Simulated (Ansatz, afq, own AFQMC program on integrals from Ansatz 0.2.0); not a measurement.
Two steps: Ansatz 0.2.0 writes the Fock matrix and Cholesky factors of the valence space, and afq projects on them the lowest state that overlaps trial and start.

```yaml
crystal:
  periodic: [false, false, false]
  atoms:
    - {symbol: Al, position_ang: [0.000000, 0.000000, 0.000000]}
    - {symbol: Ga, position_ang: [0.000000, 0.000000, 3.018500]}
basis:
  gaussian: {orbitals: cc-pVTZ}
magnetization: {spin_polarized: false}
correlation: {method: ccsd_t, electrons: outside_noble_gas, hamiltonian_folder: ham}
```

```sh
$ ansatz run in.yaml --threads 1 --pin off --events-out ev --progress --plain --max-ram 1843MiB
```

Options of the walk:

```
--method phaseless --trial hf --walkers 120 --populations 1 --least-time 40 --time-step 0.005 --steps-per-block 20 --equilibration-blocks 112 --max-blocks 600 --target-error 0.00087 --factor-cut 1e-05 --seed 8021 --taylor-order 6
```

Times are imaginary, in 1/Eh. The walk had a cap of 1346 s. Filled inner d shells are frozen with the cores.

afq prints:

```
orbitals 58  electrons 3 3  factors 435 of 512
reference energy -2165.14526763 Eh
CCSD correlation -0.12731693 Eh in 13 cycles, weight of the determinant in the CISD state 0.8387
energy of the start -2165.145268 Eh
 block  time / (1/Eh)  mean weight  energy / Eh
     1     0.100  1.0003  -2165.159043
     2     0.200  1.0006  -2165.169994
     3     0.300  0.9998  -2165.176799
     4     0.400  0.9998  -2165.184576
     5     0.500  1.0012  -2165.193105
     7     0.700  1.0007  -2165.201552
     9     0.900  1.0008  -2165.211829
    18     1.800  1.0011  -2165.235335
    52     5.200  0.9996  -2165.278302
    86     8.600  0.9997  -2165.293360
   103    10.300  0.9997  -2165.339087
   120    12.000  1.0002  -2165.292425
   154    15.400  1.0010  -2165.276486
   188    18.800  1.0004  -2165.284834
   222    22.200  1.0009  -2165.265806
   256    25.600  1.0005  -2165.268168
   290    29.000  1.0005  -2165.296104
   324    32.400  0.9999  -2165.270892
   358    35.800  1.0004  -2165.308647
   392    39.200  0.9991  -2165.272249
   426    42.600  1.0008  -2165.286132
   460    46.000  1.0009  -2165.274329
   494    49.400  0.9995  -2165.283820
   528    52.800  0.9998  -2165.274881
   562    56.200  1.0001  -2165.268910
   596    59.600  1.0008  -2165.283145
   630    63.000  1.0003  -2165.278073
   664    66.400  1.0000  -2165.255130
   698    69.800  1.0002  -2165.290815
blocks merged  error / Eh  count
     1  0.000622  600
     2  0.000803  300
     4  0.001031  150
     8  0.001294  75
    16  0.001567  37
    32  0.001724  18
    64  0.001348  9
energy -2165.282000 +/- 0.001724 Eh
(rows thinned)
```

The run passed its tests (sampling time, drift between the halves within three errors, error under three times the target), which doesn't prove that it has relaxed. The second half of the sampling lies above the first by 1.9 errors of their difference, so the energy may still be moving and its error bar be too small.

Against this walk (error 46.9 meV) on the same determinant: CCSD(T) 126.4 meV higher, CCSDT(Q) 76.4 meV higher (within the noise), a separate phaseless walk with a CISD trial and standard settings 115.5 ± 49.4 meV higher. The error is statistical and leaves out the bias of the constraint.

Cautions: constraint bias not in the error; error above the target (46.9 against 23.7 meV); no relativity below Rb; no spin-orbit coupling; inner d shell frozen; higher spins were not checked; restricted determinant unstable towards unrestricted (UHF 588 meV lower, ⟨S²⟩ 1.10); CCSDT(Q) on the UHF determinant differs (136 meV lower), perhaps since the unrestricted series falls towards higher spin.

The walk took 4.6 min on 1 thread of Intel(R) Xeon(R) Platinum 8488C (Sapphire Rapids), on a shared host. The log's last line is the phaseless energy.

CCSDT and higher add their correlation energy to the determinant of the CCSD(T) run, since their own runs factorise the integrals more tightly (a shift of under 2 meV). A walk keeps the symmetry of its determinant, which the program's search chose and which needn't be the lowest solution, so a lower state of the same spin and another symmetry isn't excluded.
